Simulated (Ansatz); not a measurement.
# What a change of settings does to a run on W

The cell is built from the bcc type as a first guess.

First run: DFT, PBE, PAW with Ansatz's default frozen-core files, scalar-relativistic (Ansatz 0.2.0).

```yaml
crystal:
  lattice:
    - [-1.6102605904, 1.6102605904, 1.6102605904]
    - [1.6102605904, -1.6102605904, 1.6102605904]
    - [1.6102605904, 1.6102605904, -1.6102605904]
  atoms:
    - { symbol: W, position: [0.0, 0.0, 0.0] }
kpoints:
  mp_grid: { grid: [14, 14, 14] }
scf:
  occupations: { method: fermi_dirac, width: 0.08 }
hamiltonian:
  xc: pbe
  pseudopotentials: { kind: paw }
output:
  forces: true
  stress: true
relax:
  f_tol: 0.005
  max_steps: 80
  cell: {}
```

Result: converged; relaxed volume 16.148 Å³/atom; 27 SCF iterations in all.

Spin–orbit coupling is left out, though it moves levels of the heavy atoms by tenths of an eV or more.

The input is then changed:

```diff
@@ -9,11 +9,15 @@
   mp_grid: { grid: [14, 14, 14] }
 scf:
-  occupations: { method: fermi_dirac, width: 0.08 }
+  occupations: { method: tetrahedron }
 hamiltonian:
-  xc: pbe
+  xc: rpbe
   pseudopotentials: { kind: paw }
 output:
   forces: true
   stress: true
+  write_density: true
+  write_potential: true
+  elf: true
+  volumetric_format: npy
 relax:
   f_tol: 0.005
```

Question: Predict the outcome of the changed run.

Answer: It converged; relaxed volume 16.355 Å³/atom; 30 SCF iterations in all.
